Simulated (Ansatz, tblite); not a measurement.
# SeCl2: a ladder of methods and basis sets

How do method and basis change the picture of SeCl2 (singlet)?

Method: as each input shows; program: Ansatz 0.2.0, Gaussian basis.

The runs, in order: GFN1-xTB, GFN2-xTB, PBE-D4/def2-TZVP, r2SCAN-D4/def2-TZVP, ωB97X-V/def2-TZVP, ωB97M-V/def2-TZVP, PBE-QIDH/def2-TZVP, HSE06-D4/def2-TZVP, r2SCANh-D4/def2-TZVP, revPBE-D4/def2-TZVP, HF/def2-TZVP, PBE-D4/def2-SVP, PBE0-D4/def2-SVP, HF/STO-3G, PBE0-D4/def2-TZVPD, PBE-D4/def2-TZVPD, r2SCAN-D4/def2-TZVPD, CCSD(T)/def2-TZVPP, MP2/def2-TZVP, RPA/def2-TZVP, CCSD(T)/def2-TZVPD.

## (1) The geometry

The geometry is that of the singlet, from an earlier relaxation (PBE0-D4/def2-TZVP).

3 atoms, charge 0, spin multiplicity 1.

Bond lengths: Se1–Cl2 2.147 Å, Se1–Cl3 2.147 Å. Angles: Cl2–Se1–Cl3 101.5°.

PBE0-D4/def2-TZVP was run before; its log isn't repeated, and its numbers join the tables.

## (2) GFN1-xTB

Tight binding, by tblite at 300 K electronic temperature and without a spin-polarisation term:

```python
tblite.interface.Calculator('GFN1-xTB', numbers, positions, charge=0, uhf=0).singlepoint()
```

Energy -322.4946 eV, HOMO -10.91 eV, LUMO -7.98 eV; 0.003 s.

## (3) GFN2-xTB

Tight binding, by tblite at 300 K electronic temperature and without a spin-polarisation term:

```python
tblite.interface.Calculator('GFN2-xTB', numbers, positions, charge=0, uhf=0).singlepoint()
```

Energy -335.2989 eV, HOMO -10.74 eV, LUMO -7.89 eV; 0.002 s.

## (4) PBE-D4/def2-TZVP

start.molden holds the orbitals of an earlier run on this state, given as this run's starting guess.

in.yaml reads:

```yaml
crystal:
  periodic: [false, false, false]
  atoms:
    - {symbol: Se, position_ang: [0.004937, -0.006916, -0.905217]}
    - {symbol: Cl, position_ang: [1.660145, -0.019080, 0.461826]}
    - {symbol: Cl, position_ang: [-1.665082, 0.025996, 0.443391]}
basis:
  gaussian: {orbitals: def2-TZVP, initial_orbitals: start.molden}
hamiltonian: {xc: pbe, dispersion: d4}
scf: {omitted_lower_state_checks: [starts]}
output: {forces: true, orbitals: {seedname: orbitals}}
```

Command:

```
$ ansatz run in.yaml --threads 4 --pin off --events-out ev --progress --plain --max-ram 3916MiB
```

The runs that follow: r2SCAN-D4/def2-TZVP; ωB97X-V/def2-TZVP; ωB97M-V/def2-TZVP; PBE-QIDH/def2-TZVP; HSE06-D4/def2-TZVP; r2SCANh-D4/def2-TZVP; revPBE-D4/def2-TZVP; HF/def2-TZVP; PBE-D4/def2-SVP; PBE0-D4/def2-SVP; HF/STO-3G; PBE0-D4/def2-TZVPD; PBE-D4/def2-TZVPD; r2SCAN-D4/def2-TZVPD; CCSD(T)/def2-TZVPP; MP2/def2-TZVP; RPA/def2-TZVP; CCSD(T)/def2-TZVPD.

Before running them: what should the planned runs give, taken together? Wanted: gap in def2-TZVP, named functionals and Hartree-Fock, smallest and largest; correlation energy, CCSD(T)/def2-TZVPP; correlation energy, MP2/def2-TZVP; correlation energy, CCSD(T)/def2-TZVPD; binding an atom, CCSD(T)/def2-TZVPP; PBE0 total energy, smallest basis above largest.

**Answer**, as computed:

```
                                                                  quantity                            value
gap in def2-TZVP, named functionals and Hartree-Fock, smallest and largest  2.26 eV (PBE-D4), 10.96 eV (HF)
                                    correlation energy, CCSD(T)/def2-TZVPP                        -19.20 eV
                                         correlation energy, MP2/def2-TZVP                        -17.31 eV
                                    correlation energy, CCSD(T)/def2-TZVPD                        -19.19 eV
                                       binding an atom, CCSD(T)/def2-TZVPP                         1.666 eV
                           PBE0 total energy, smallest basis above largest  17.01 eV (def2-SVP, def2-TZVPD)
```

**Reading.** Orbital gaps of the named functionals and Hartree-Fock in def2-TZVP span 2.26 eV (PBE-D4) to 10.96 eV (HF); exact exchange widens it. A small miss in a minimal or small basis is a cancelling of errors, not accuracy. The functionals in def2-TZVP miss CCSD(T)/def2-TZVPP by +0.104 (PBE-QIDH) to +0.354 eV (PBE-D4) an atom. The reference is CCSD(T) in one finite basis, so it carries an error of its own, often a tenth of an eV or more, and near misses can't be ranked.
